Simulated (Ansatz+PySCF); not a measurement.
Results of a calculation; reference values are marked as such.
## Several solutions for singlet CH3F

```xyz
5

C    -0.0144   -0.0466   -0.6295
F    -0.0296   -0.0257    0.7758
H     0.0243   -1.0750   -0.9768
H    -0.9243    0.5199   -1.0386
H     0.9044    0.4687   -1.0010
```

Basis set: def2-SVP (spherical functions). Charge 0, multiplicity 1.

CASSCF(2,2) was run from several starts with Ansatz (development build ahead of 0.2.0) and PySCF 2.14.0. The starts are those of the Hartree–Fock orbitals from which the active space was taken at the frontier.

```
run  program                        start  converged  energy (hartree)  <S²>
  A   Ansatz      atomic start, no search        yes        -138.94178  0.00
  B    PySCF             program defaults        yes        -138.94257  0.00
  C   Ansatz  search for the lowest state        yes        -138.95018  0.00
  D   Ansatz      stability test followed        yes        -138.94178  0.00
```

Question: Which runs reached the lowest solution of this kind, and what is wrong with the others?

Answer: C reached the lowest solution found. Converged but too high: A by 0.23 eV, B by 0.21 eV, D by 0.23 eV. Convergence only shows a stationary point; in CASSCF the end hangs on which orbitals enter the active space. Caution: other starts end on other solutions of this active space.
